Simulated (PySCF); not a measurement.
These are r2SCAN-D4/def2-TZVP // r2SCAN-D4/def2-SVP (PySCF) values and carry that method's errors. Gas-phase values, no solvent. 

Reference species (SMILES): `C[N]C` (neutral, multiplicity 2).

| Quantity | Value |
|---|---|
| highest occupied spin orbital | -5.98 eV |
| dipole moment | 1.71 D |

Changed species: `[SH]` (free radical SH; the reference has free radical N(CH3)2).

### Question
What does the change do to the highest occupied spin orbital and dipole moment?

### Answer
the highest occupied spin orbital drops by 0.42 eV, to -6.40 eV; the dipole moment drops by 0.80 D, to 0.91 D.
